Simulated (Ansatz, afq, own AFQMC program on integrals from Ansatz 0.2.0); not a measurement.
## Where AFQMC and coupled cluster stand for AlBH, quartet

```xyz
3

B     0.0000    0.0000    1.8170
Al    0.0000    0.0000   -0.1200
H     0.0000    0.0000   -1.6970
```

Connectivity, by distances: B–AlH.

Basis 6-31G. Only valence electrons are correlated. Ansatz 0.2.0 and our own AFQMC program on the same integrals; the CISD trial comes from CCSD amplitudes, and released means the phaseless constraint is let go. ± is one standard error of the sampling.

Determinant: UHF, the one that the program's search chose, which needn't be the lowest solution. The geometry is a point of a scan.

Full CI on the same integrals is exact in this basis and with this determinant's frozen core.

Cautions: lower spins were not checked; the released energies are still falling, so no released level is given (meV from the phaseless value at times in 1/Eh: -6.0 ± 2.4 at 0.24, -6.9 ± 2.1 at 0.51, -13.0 ± 1.9 at 0.99, -16.8 ± 1.7 at 1.62, -17.7 ± 2.2 at 2.40).

* T1 diagnostic: 0.0264
* weight of the determinant in the CISD state: 0.912
* ⟨S²⟩ of the determinant: 3.755
* size of the correlated space: 7 electrons in 18 orbitals

Reference: full CI, correlation energy -2.247 eV.

```json
{"level": "HF", "E − E(reference) (kJ/mol)": "216.8", "share of correlation (%)": "0.00"}
{"level": "MP2", "E − E(reference) (kJ/mol)": "66.1", "share of correlation (%)": "69.49"}
{"level": "CCSD", "E − E(reference) (kJ/mol)": "9.3", "share of correlation (%)": "95.71"}
{"level": "CCSD(T)", "E − E(reference) (kJ/mol)": "3.2", "share of correlation (%)": "98.51"}
{"level": "CCSDT", "E − E(reference) (kJ/mol)": "0.8", "share of correlation (%)": "99.64"}
{"level": "CCSDT(Q)", "E − E(reference) (kJ/mol)": "0.2", "share of correlation (%)": "99.90"}
{"level": "CCSDTQ", "E − E(reference) (kJ/mol)": "0.0", "share of correlation (%)": "99.98"}
{"level": "ph-AFQMC/HF", "E − E(reference) (kJ/mol)": "11.1 ± 2.1", "share of correlation (%)": "94.88"}
{"level": "ph-AFQMC/CISD", "E − E(reference) (kJ/mol)": "2.3 ± 0.2", "share of correlation (%)": "98.95"}
```

CCSDT and higher add their correlation energy to the determinant of the CCSD(T) run, since their own runs factorise the integrals more tightly (a shift of under 2 meV). A walk keeps the symmetry of its determinant, which the program's search chose and which needn't be the lowest solution, so a lower state of the same spin and another symmetry isn't excluded.
